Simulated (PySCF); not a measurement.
Ligands exchanged one at a time, C Cl-H. Isolated molecules, 0 K electronic values unless said otherwise. Strings in code marks are SMILES.

The S1–T1 gap (TDA) from two functionals at the same geometries (PBE0-D4/def2-TZVP), both in PySCF: PBE-D3(BJ)/def2-TZVP and PBE0-D4/def2-TZVP. Excitations are Tamm–Dancoff values on a coarser integration grid. The basis has no diffuse functions, so Rydberg states are missing or too high.

```json
[
 {"species": "0 of 4 Cl replaced by H (`ClC(Cl)(Cl)Cl`)", "PBE-D3(BJ)/def2-TZVP (eV)": "0.34", "PBE0-D4/def2-TZVP (eV)": "0.61"},
 {"species": "1 of 4 Cl replaced by H (`ClC(Cl)Cl`)", "PBE-D3(BJ)/def2-TZVP (eV)": "0.43", "PBE0-D4/def2-TZVP (eV)": "0.66"},
 {"species": "2 of 4 Cl replaced by H (`ClCCl`)", "PBE-D3(BJ)/def2-TZVP (eV)": "0.50", "PBE0-D4/def2-TZVP (eV)": "0.71"},
 {"species": "3 of 4 Cl replaced by H", "PBE-D3(BJ)/def2-TZVP (eV)": "0.77", "PBE0-D4/def2-TZVP (eV)": "0.88"}
]
```

Over these rows, drawn at random from the members with no instability flagged (it was tested for open shells, ions and some series alone), PBE minus PBE0-D4: mean -0.20 eV, from -0.26 eV to -0.11 eV.
